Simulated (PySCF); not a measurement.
**AlCl⁺: from constants to spectrum**

UHF-CCSD(T) constants of AlCl⁺, ²Σ⁺ (doublet), unpaired electrons σ ↑ (PySCF, no relativity, basis sets Al STO-3G, Cl STO-3G; masses 26.9815 and 34.9689 u):

| Item | Value |
| --- | --- |
| ωe | 558.9 cm⁻¹ |
| ωexe | 7.09 cm⁻¹ |
| Be | 0.25777 cm⁻¹ |
| αe | 0.00248 cm⁻¹ |
| D (centrifugal) | 2.19e-07 cm⁻¹ |

Task: Give the vibrational terms G(v) and spacings up to v = 6.

Result: G(v) = ωe(v+½) − ωexe(v+½)².

```csv
v,G(v) (cm⁻¹),G(v) − G(v−1),Bv (cm⁻¹)
0,278,,0.2565
1,822,545,0.2540
2,1353,531,0.2516
3,1869,516,0.2491
4,2371,502,0.2466
5,2859,488,0.2441
6,3333,474,0.2417
```

Correlated steps freeze 10 core orbitals. STO-3G is very small, so such numbers show the basis as much as the molecule. The state was picked by a PBE0 search and need not be the measured ground state.
